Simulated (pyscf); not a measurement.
Thermochemistry of product channels of `[NH2][SiH2][F]` + `[H]` [doublet] on the doublet surface, in eV, from ωB97M-D3(BJ)/def2-TZVP energies (ideal gas, 1 atm, RRHO with modes under 100 cm⁻¹ raised to 100, one conformer, R ln 2 for rigid chiral ones). Structures and frequencies: ωB97X-D3(BJ)/def2-SVP in PySCF.

| products | ΔE | ΔH(298 K) | ΔG(600 K) | ΔG(900 K) |
|---|---|---|---|---|
| `[NH][SiH2][F]` [doublet] + `[H][H]` | +0.47 | +0.39 | +0.26 | +0.20 |
| `[NH2][SiH][F]` [doublet] + `[H][H]` | -0.29 | -0.27 | -0.45 | -0.54 |

These are energies of the channels, which say nothing of barriers.
